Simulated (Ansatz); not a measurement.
**AlH3NS radical: basis-set convergence**

One table from this session's results is given with a row withheld; the runs are named, their logs left out.

Computed with Ansatz 0.2.0, Gaussian basis. Level: one geometry, several basis sets.

Plan: PBE0-D4/def2-SVP; ωB97M-V/def2-SVP; PBE0-D4/def2-QZVPP; ωB97M-V/def2-QZVPP; the functionals' def2-TZVPP values are taken from earlier runs.

### Structure used throughout

All runs share one geometry, relaxed beforehand with PBE0-D4 in a triple-zeta def2 set.

SMILES `[NH2][Al][SH]`, 6 atoms, charge 0, spin multiplicity 2.

Atoms are counted from 1 here; the program's logs count them from 0.

Bond lengths: N1–Al2 1.770 Å, N1–H4 1.009 Å, N1–H5 1.007 Å, Al2–S3 2.208 Å, S3–H6 1.343 Å. Angles: Al2–N1–H4 125.1°, Al2–N1–H5 124.5°, H4–N1–H5 110.4°, N1–Al2–S3 115.8°, Al2–S3–H6 93.4°.

Set-up of the first run:

in.yaml reads:

```yaml
crystal:
  periodic: [false, false, false]
  atoms:
    - {symbol: N, position_ang: [-0.909540, 0.196702, -0.977147]}
    - {symbol: Al, position_ang: [0.142881, -0.793772, 0.045381]}
    - {symbol: S, position_ang: [1.372130, 0.308154, 1.511844]}
    - {symbol: H, position_ang: [-0.980674, 1.201905, -0.933297]}
    - {symbol: H, position_ang: [-1.523332, -0.168357, -1.686724]}
    - {symbol: H, position_ang: [1.940736, -0.808630, 1.993743]}
basis:
  gaussian: {orbitals: def2-SVP}
magnetization: {spin_polarized: true, initial_magnetization: 1}
hamiltonian: {xc: pbe0, dispersion: d4}
output: {orbitals: {seedname: orbitals}}
```

Steps of the session up to this table: PBE0-D4 in def2-SVP; ωB97M-V in def2-SVP; PBE0-D4 in def2-QZVPP; ωB97M-V in def2-QZVPP.

One table of the session follows, with a row left open; its other results are not shown here.

It belongs to the step «Functionals by basis». 

```
functional       basis  HOMO (eV)  LUMO (eV)
   PBE0-D4    def2-SVP          ?          ?
   PBE0-D4  def2-TZVPP      -5.81      -2.43
   PBE0-D4  def2-QZVPP      -5.85      -2.48
   ωB97M-V    def2-SVP      -7.32      -0.97
   ωB97M-V  def2-TZVPP      -7.42      -1.00
   ωB97M-V  def2-QZVPP      -7.49      -1.11
```

Q: Estimate the row for PBE0-D4, def2-SVP from the others.

**Answer.** HOMO (eV): -5.73; LUMO (eV): -2.38. In the column «HOMO (eV)» it is the highest.
